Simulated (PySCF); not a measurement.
F2. Atoms are numbered in the order given.

```xyz
2

F      0.0000     0.0000    -0.6991
F      0.0000     0.0000     0.6991
```
Charge 0, spin multiplicity 1.

Geometry optimised at r2SCAN-D4/def2-TZVPD.

All values below come from HF/pcSseg-2 (PySCF).

GIAO shieldings, no solvent; atoms alike by connectivity are averaged. δ = σ(ref) − σ: ¹⁹F against CFCl3 (σ = 237.3 ppm), references at their B3LYP-D3(BJ)/def2-TZVP geometries, non-relativistic.

Computed chemical shifts:
```csv
nucleus,atoms,count,δ (ppm)
¹⁹F,"F1, F2",2,368.1
```
